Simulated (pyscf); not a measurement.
Optimised with ωB97X-D3(BJ)/def2-SVP in PySCF.

For H₃C–OH + SiH₃• → H₃C–O–SiH₃ + H•, a substitution at O (doublet surface; H–O broken, O–Si formed), PBE/def2-TZVP gives ΔE‡ = 0.61 eV and ΔE = -0.01 eV (zero: the separated reactants). In which direction and how far do r²SCAN/def2-TZVP, B3LYP-D3(BJ)/def2-TZVP, ωB97M-D3(BJ)/def2-TZVP move these?

r²SCAN: ΔE‡ = 0.70 eV, ΔE = -0.06 eV; B3LYP-D3(BJ): ΔE‡ = 0.74 eV, ΔE = -0.09 eV; ωB97M-D3(BJ): ΔE‡ = 0.89 eV, ΔE = -0.20 eV. PBE's barrier lies under all of them, by 0.09 to 0.28 eV. Its reaction energy lies over all of them, by 0.05 to 0.19 eV. Low barriers are usual for a GGA, whose delocalisation error favours stretched bonds. H₃C–O–SiH₃ lies 1.03 eV over its isomer H₃C–SiH₂–OH (electronic energy, ωB97M-D3(BJ)/def2-TZVP). One saddle was located; it need not be the lowest between these sides. The angle at the attacked O is 128°.
